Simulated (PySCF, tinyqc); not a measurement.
CID on RHF in the sto-6g basis, for HF, spin multiplicity 1, step by step. The lowest restricted solution is unstable here: a spin-polarised one lies 0.1486 hartree lower (PySCF). One step of it, computed by the program tinyqc.

Task: CID: roots. Diagonalise (each vector has its largest component positive (the first on a tie)); all determinants have Ms = 0, so triplets appear too. The lowest singlet root is the correlation energy.

Occupation strings over the orbitals (2 doubly, a alpha, b beta, 0 empty; spin orbitals ordered 1a 1b 2a 2b ...): 222220 222202 2a22b2 a222b2 222022 220222 2b22a2 202222 ab2222 b222a2 ba2222 022222

H - E(HF) between determinants (hartree):
```
,222220,222202,2a22b2,a222b2,222022,220222,2b22a2,202222,ab2222,b222a2,ba2222,022222
222220,0.000000,0.291200,-0.012430,0.002136,0.026401,0.026401,0.012430,0.091108,-0.019720,-0.002136,0.019720,0.015969
222202,0.291200,0.347849,0.031897,0.011562,0.029120,0.029120,-0.031897,0.109928,-0.020794,-0.011562,0.020794,0.015618
2a22b2,-0.012430,0.031897,1.254328,0.027303,0.011160,0.011160,-0.109928,0.062580,0.001919,-0.020794,0.009302,0.006377
a222b2,0.002136,0.011562,0.027303,25.858415,0.002649,0.002649,-0.020794,-0.001919,-0.089982,-0.015618,0.006377,-0.027705
222022,0.026401,0.029120,0.011160,0.002649,0.558696,0.053789,-0.011160,0.194313,-0.040611,-0.002649,0.040611,0.030332
220222,0.026401,0.029120,0.011160,0.002649,0.053789,0.558696,-0.011160,0.194313,-0.040611,-0.002649,0.040611,0.030332
2b22a2,0.012430,-0.031897,-0.109928,-0.020794,-0.011160,-0.011160,1.254328,-0.062580,0.009302,0.027303,0.001919,-0.006377
202222,0.091108,0.109928,0.062580,-0.001919,0.194313,0.194313,-0.062580,2.409172,-0.009084,0.001919,0.009084,0.088606
ab2222,-0.019720,-0.020794,0.001919,-0.089982,-0.040611,-0.040611,0.009302,-0.009084,27.210887,0.006377,-0.088606,0.509387
b222a2,-0.002136,-0.011562,-0.020794,-0.015618,-0.002649,-0.002649,0.027303,0.001919,0.006377,25.858415,-0.089982,0.027705
ba2222,0.019720,0.020794,0.009302,0.006377,0.040611,0.040611,0.001919,0.009084,-0.088606,-0.089982,27.210887,-0.509387
022222,0.015969,0.015618,0.006377,-0.027705,0.030332,0.030332,-0.006377,0.088606,0.509387,0.027705,-0.509387,55.740869
```

Give: lowest roots of this matrix, relative to E(HF); lowest vectors; <S^2> of these roots; weight of the ground state by excitation level 0, 1, 2, ....

Result:

lowest roots of this matrix, relative to E(HF) (hartree): -0.1666  0.4886  0.5049  0.5838  1.1444  1.3581  2.4692  25.8374

lowest vectors:
```
,root 1,root 2,root 3,root 4
222220,0.8702,0.4527,0.0000,0.1885
222202,-0.4917,0.8103,0.0000,0.3112
2a22b2,0.0178,-0.0154,0.0000,-0.0150
a222b2,0.0001,-0.0003,0.0000,-0.0003
222022,-0.0093,-0.2625,0.7071,0.6480
220222,-0.0093,-0.2625,-0.7071,0.6480
2b22a2,-0.0178,0.0154,0.0000,0.0150
202222,-0.0093,-0.0137,0.0000,-0.1650
ab2222,0.0002,0.0002,0.0000,0.0023
b222a2,-0.0001,0.0003,0.0000,0.0003
ba2222,-0.0002,-0.0002,0.0000,-0.0023
022222,-0.0001,0.0000,0.0000,-0.0006
```

<S^2> of these roots: 0.0000  0.0000  0.0000  0.0000  2.0000  0.0000  0.0000  2.0000

weight of the ground state by excitation level 0, 1, 2, ...: 0.7573  0.0000  0.2427

The reference has a weight of only 0.76: one determinant is a poor start here.
